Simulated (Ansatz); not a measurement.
Compare A (`C=CNC(=C)S`) with its isomer B (`CNCC#CS`).

Computed with Ansatz on PBE0-D4/def2-TZVP structures; ΔE is electronic, products minus reactants. CBS: MP2 limit from def2 TZ/QZ plus the TZ coupled-cluster correction, frozen cores. DFT in def2-TZVPP. Each species was taken in one conformer, which may not be the lowest.

A:

```xyz
13

C    -1.517   -1.271    1.500
C    -1.014   -0.291    0.749
N     0.190   -0.345    0.084
C     0.719    0.599   -0.774
C     1.601    0.299   -1.734
S     0.170    2.267   -0.614
H    -1.001   -2.214    1.645
H    -2.473   -1.141    1.985
H    -1.551    0.640    0.611
H     0.663   -1.235    0.077
H     1.846   -0.733   -1.962
H     2.093    1.079   -2.293
H     0.273    2.345    0.726
```

B:

```xyz
13

C     1.846    0.993   -0.981
N     0.569    0.837   -0.324
C     0.302   -0.542    0.038
C    -1.042   -0.734    0.549
C    -2.165   -0.889    0.962
S    -3.759   -1.154    1.413
H     1.975    0.352   -1.870
H     2.651    0.748   -0.281
H     1.979    2.032   -1.284
H    -0.180    1.178   -0.912
H     1.025   -0.844    0.806
H     0.449   -1.243   -0.805
H    -3.649   -0.735    2.688
```

(1) Which is lower in electronic energy at CCSD(T)/CBS, and by how much? (Best estimate.)

(2) Give E(B) − E(A) in kcal/mol with BLYP-D4, MP2/def2-TZVPP, LDA (SPW92), B2PLYP, ωB97M-V, PBE-D4, CCSD(T)/def2-TZVPP. (Best estimate.)

(3) Does the order hold for the free energy at 298.15 K (harmonic terms from PBE0-D4)? (Estimate.)

Largest T1 diagnostic: 0.013.

Answers

(1) Ansatz gave: A, by 21.8 kcal/mol.

(2) The calculation gave: BLYP-D4 26.6, MP2/def2-TZVPP 20.0, LDA (SPW92) 29.3, B2PLYP 21.8, ωB97M-V 23.2, PBE-D4 26.6, CCSD(T)/def2-TZVPP 21.4. None reverses the order clearly.

(3) Ansatz gave: Yes: G(B) − G(A) = +21.4 kcal/mol, for one conformer each.

From BLYP to BHLYP (50 % exact exchange), in def2-TZVPP and without D4, E(B) − E(A) moves by −1.5 kcal/mol. The D4 term adds +2.1 kcal/mol with B3LYP and +1.1 kcal/mol with PBE0; it sums over pairs of atoms, weighted by their polarisabilities, and B3LYP, whose exchange is more repulsive, gets the larger term.

B3LYP here is the variant with VWN-RPA as its local correlation; programs differ in this.
